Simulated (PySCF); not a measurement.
**NaAl at PBE**

Level: PBE. Na jorge-DZP-DKH, Al jorge-DZP-DKH; spin-free X2C with a Gaussian nucleus (PySCF 2.14).

For NaAl, the state is ¹Σ⁺ (singlet), closed shell, the bond length is 316.3 pm and the harmonic wavenumber is 181 cm⁻¹. The force constant is 0.239 mdyn/Å, the rotational constant Be is 0.1357 cm⁻¹ and the anharmonicity ωexe is 0.778 cm⁻¹. The vibration–rotation constant αe is 0.000951 cm⁻¹ and the well depth De to Na + Al is 0.82 eV. The dissociation energy D0 is 0.81 eV, the HOMO–LUMO gap is 0.52 eV and the bond order (Mayer) is 1.12. The dipole moment (positive dipole means Na(−)Al(+)) is -1.88 D.

Closed-shell solutions of metal pairs were not tested for spin polarisation, which can lower them a little.
